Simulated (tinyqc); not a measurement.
Stretching all distances: RHF, UHF, MP2, CISD and CCSD against full CI in the sto-3g basis, for HF, spin multiplicity 1. Computed by the program tinyqc with PySCF. All coordinates are multiplied by the scale. c0^2 is the weight of the RHF determinant in the lowest singlet FCI state (UHF is spin-contaminated and may lie near states of higher spin) and n(LUMO) the first natural occupation beyond the occupied space.

Geometry (angstrom):

| atom | x | y | z |
|---|---|---|---|
| F | 0.0000 | 0.0000 | 0.0000 |
| H | 0.0000 | 0.0000 | 0.8260 |

Full CI energy (hartree) and errors against it (kcal/mol):

| scale | distance 1-2 (angstrom) | E(FCI) | RHF | UHF | MP2 | CISD | CCSD | <S^2> UHF | c0^2 | n(LUMO) |
|---|---|---|---|---|---|---|---|---|---|---|
| 0.8700 | 0.7186 | -98.465168 | 8.7046 | 8.7046 | 2.3402 | 0.0000 | 0.0000 | 0.0000 | 0.9943 | 0.0112 |
| 1.1800 | 0.9747 | -98.602918 | 19.1585 | 19.1585 | 6.6122 | 0.0000 | 0.0000 | 0.0000 | 0.9803 | 0.0387 |
| 1.4900 | 1.2307 | -98.572228 | 37.2454 | 36.6453 | 15.1262 | 0.0000 | 0.0000 | 0.1225 | 0.9438 | 0.1107 |
| 1.8000 | 1.4868 | -98.521694 | 64.0414 | 30.3492 | 28.2280 | 0.0000 | 0.0000 | 0.6964 | 0.8733 | 0.2505 |
| 2.1100 | 1.7429 | -98.485060 | 97.6782 | 15.4835 | 43.2102 | 0.0000 | 0.0000 | 0.8934 | 0.7755 | 0.4455 |
| 2.7300 | 2.2550 | -98.457891 | 161.6534 | 2.3759 | 54.9479 | 0.0000 | 0.0000 | 0.9874 | 0.6093 | 0.7778 |

Estimate the missing row, scale = 2.42.

Computed row:
```
scale   distance 1-2 (angstrom)      E(FCI)       RHF     UHF      MP2    CISD    CCSD  <S^2> UHF    c0^2  n(LUMO)
2.4200                   1.9989  -98.465963  132.1619  6.3869  53.8328  0.0000  0.0000     0.9631  0.6802   0.6362
```

UHF parts from RHF first at scale 1.49 of those listed, where <S^2> leaves zero. The weight c0^2 goes from 0.99 to 0.61 and n(LUMO) from 0.01 to 0.78: static correlation grows as the bonds break into open-shell fragments. The spread of the error along the curve, which distorts its shape, is CISD 0.0, CCSD 0.0, UHF 34.3, MP2 52.6, RHF 152.9 kcal/mol. With one virtual orbital CISD and CCSD are exact.
